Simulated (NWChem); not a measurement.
Molecule: C₂H₃F; SMILES C=CF

Program: NWChem. Pople sets run with spherical d functions. All runs use the structure optimised with PBE0/def2-SVP. Computed dipoles belong to the equilibrium geometry; the measured one is vibrationally averaged.

Measured dipole moment: 1.43 D (NIST CCCBDB, as tabulated in the package chemicals).

**Question.** Which of these levels lies farthest from the measured value, and how do the others fare: PBE0/6-311++G**; PBE0/STO-3G; PBE0/6-31G*; PBE0/3-21G; PBE0/6-31+G*; PBE0/6-311G**?

**Answer.** PBE0/STO-3G.
```csv
level,dipole moment (D),computed − measured
PBE0/STO-3G,0.48,-0.95
PBE0/3-21G,1.25,-0.18
PBE0/6-31G*,1.17,-0.26
PBE0/6-31+G*,1.42,-0.01
PBE0/6-311G**,1.29,-0.14
PBE0/6-311++G**,1.43,0.00
```
